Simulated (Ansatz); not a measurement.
A made-up structure of CH5NSi, closed shell:

```xyz
8
angstrom
N -0.5320 0.6066 -1.1188
C -0.0628 0.4803 0.1360
Si 0.2912 -0.9765 1.0956
H -0.5884 -0.1966 -1.7203
H -1.0627 1.4115 -1.4015
H -0.0806 1.4184 0.6898
H -0.3155 0.2091 1.1291
H 1.3334 -0.6281 2.0969
```

It is relaxed with PBE-D4/def2-SVP and then PBE0-D4/def2-TZVP (Ansatz 0.2.0). Atoms count as bonded within 1.22 times the sum of their covalent radii (H–H: 0.88 Å). The end point is not checked to be a true minimum.

Question: Does its bonding change? (Judge from chemistry; the calculation decides.)

Answer: Computed: Yes. Formed: none; broken: Si3–H7.

Where it ends: The first stage lowers the energy by 3.02 eV in 10 steps. It ends as CH₅NSi ([NH2][CH2][SiH]):
```
atom    x (Å)    y (Å)    z (Å)
  N1  -0.4347   0.6239  -1.1213
  C2  -0.1021   0.4913   0.2806
 Si3   0.8769  -1.0515   0.7599
  H4  -0.7098  -0.2591  -1.5307
  H5  -1.1813   1.2872  -1.2798
  H6   0.4305   1.3838   0.6356
  H7  -0.9746   0.4066   0.9711
  H8   1.0776  -0.5575   2.1912
```

Labels in which every atom is bracketed show which atoms are joined, not bond orders.

For scale, one of the runs: PBE0-D4/def2-TZVP relaxation, 129 basis functions, launched by `ansatz run in.yaml --threads 2 --pin off --events-out ev --progress --plain --max-ram 4352MiB`. The run took about 41 s on 2 CPU threads of an Arm Neoverse V1 (shared host).
